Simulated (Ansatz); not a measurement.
We consider rock-salt SnTe (cubic form, which distorts at low temperature), described by r²SCAN in Ansatz (plane waves, PAW).

Run with plane-wave cutoff 500 eV, 12×12×12 k mesh, Fermi–Dirac smearing 0.05 eV, scalar-relativistic PAW data made under PBE.

Computed at the level's own relaxed cell.

Problem. Predict the volume per atom, equilibrium lattice constant a and band gap.

Solution. 
volume per atom: 32.32 Å³/atom
equilibrium lattice constant a: 6.370 Å
band gap: 0.13 eV (under three smearing widths, so not firm)

Measured, for comparison: band gap 0.3 eV (4 K, zero-point motion not removed, bulk gap, ARPES or transport; rounded; as tabulated in Ando (2013), arXiv:1304.5693); equilibrium volume per atom 31.50 Å³/atom, lattice constant a 6.316 Å (room temperature, not corrected to a static lattice; as tabulated in Maiti et al. (2022), arXiv:2109.01420). Computed (rounded) less measured: equilibrium volume per atom +2.6 %, lattice constant a +0.9 %.

Note: symmetry holds this phase in the static calculation, where it need not be a minimum.

Spin–orbit coupling is not included; with these elements it can move the gap by several tenths of an eV or more.

Computing time: around 24 core-seconds (rough).

Ansatz is a first-principles code.
